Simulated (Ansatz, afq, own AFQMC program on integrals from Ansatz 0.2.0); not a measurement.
Ga, doublet → Ga, quartet

A free Ga atom.

E(quartet, charge +0) − E(doublet, charge +0) at this geometry, on UHF and UHF determinants.

Basis aug-cc-pVTZ. Noble-gas cores (and the filled d shells of Ga–Kr and In–Xe) are frozen. Ansatz 0.2.0 and our own AFQMC program on the same integrals; the CISD trial comes from CCSD amplitudes, and released means the phaseless constraint is let go. ± is one standard error of the sampling. No spin–orbit coupling. The errors of all members are added in quadrature.

Full CI on the same integrals is exact in this basis and with this determinant's frozen core.

Errors are counted within aug-cc-pVTZ, not against nature.

Cautions: inner d shell frozen; no relativity below Rb; no spin-orbit coupling; Ga (quartet): another spin lies lower.

| level | vertical spin gap (kcal/mol) |
| --- | --- |
| HF | 71.0 |
| CCSD | 92.8 |

**Question.** From these cheaper values, estimate the vertical spin gap at the reference level in aug-cc-pVTZ.

**Answer.** 93.5 kcal/mol (full CI in aug-cc-pVTZ).

| level | vertical spin gap (kcal/mol) | error against FCI (kcal/mol) |
| --- | --- | --- |
| MP2 | 87.1 | -6.3 |
| CCSD(T) | 93.3 | -0.2 |
| ph-AFQMC/HF | 92.1 ± 0.3 | -1.4 ± 0.3 |
| ph-AFQMC/CISD | 93.4 ± 0.02 | -0.1 ± 0.02 |
| released AFQMC | 93.5 ± 0.01 | 0.0 ± 0.01 |

Correlation beyond CCSD(T) adds 0.2 kcal/mol. The perturbative (T) step is worth +0.5 kcal/mol.

A walk keeps the symmetry of its determinant, which the program's search chose and which needn't be the lowest solution, so a lower state of the same spin and another symmetry isn't excluded. Released energies are given only where the last usable release times agree within the noise; a slower fall can still hide under it.
